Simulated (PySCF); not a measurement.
## How the method changes the constants of LiS

State: ²Π (doublet), unpaired electrons π ↑. Set-up: basis Li pcseg-1, S pcseg-1; no relativity; PySCF 2.14. De refers to Li + S in their high-spin ground configurations, without counterpoise correction. The functionals are run spin-unrestricted. A positive dipole means Li(−)S(+).

```json
{"Level": "UHF", "Re (Å)": "2.183", "ωe (cm⁻¹)": "573", "De (eV)": "1.98", "μ (D)": "-7.82"}
{"Level": "UHF-MP2", "Re (Å)": "2.182", "ωe (cm⁻¹)": "568", "De (eV)": "2.63", "μ (D)": "n/a"}
{"Level": "UHF-SCS-MP2", "Re (Å)": "2.184", "ωe (cm⁻¹)": "566", "De (eV)": "2.61", "μ (D)": "n/a"}
{"Level": "UHF-CCSD", "Re (Å)": "2.183", "ωe (cm⁻¹)": "565", "De (eV)": "2.59", "μ (D)": "n/a"}
{"Level": "UHF-CCSD(T)", "Re (Å)": "2.185", "ωe (cm⁻¹)": "563", "De (eV)": "2.62", "μ (D)": "n/a"}
{"Level": "PBE", "Re (Å)": "2.169", "ωe (cm⁻¹)": "563", "De (eV)": "3.15", "μ (D)": "-6.97"}
{"Level": "BP86", "Re (Å)": "2.178", "ωe (cm⁻¹)": "556", "De (eV)": "3.19", "μ (D)": "-7.08"}
{"Level": "r²SCAN", "Re (Å)": "2.177", "ωe (cm⁻¹)": "564", "De (eV)": "3.19", "μ (D)": "-7.40"}
{"Level": "TPSSh", "Re (Å)": "2.169", "ωe (cm⁻¹)": "568", "De (eV)": "3.14", "μ (D)": "-7.25"}
{"Level": "PBE0", "Re (Å)": "2.161", "ωe (cm⁻¹)": "575", "De (eV)": "3.08", "μ (D)": "-7.26"}
{"Level": "B97-3", "Re (Å)": "2.165", "ωe (cm⁻¹)": "573", "De (eV)": "3.24", "μ (D)": "-7.36"}
{"Level": "LC-ωPBE", "Re (Å)": "2.152", "ωe (cm⁻¹)": "587", "De (eV)": "3.05", "μ (D)": "-7.51"}
```

The bond length runs from 2.152 Å (LC-ωPBE) to 2.185 Å (UHF-CCSD(T)). De spans 1.98 eV (UHF, mean field) to 3.24 eV (B97-3, global hybrid GGA). Correlation at CCSD(T) changes the Hartree–Fock bond energy by +0.64 eV; the triples alone change it by +0.03 eV.

Correlated steps freeze 5 core orbitals. Correlated levels converge slowly with the basis: in double zeta they bind strong bonds too weakly, by up to about 1 eV, and carry superposition errors of some tenths. The state was picked by a PBE0 search and need not be the measured ground state.
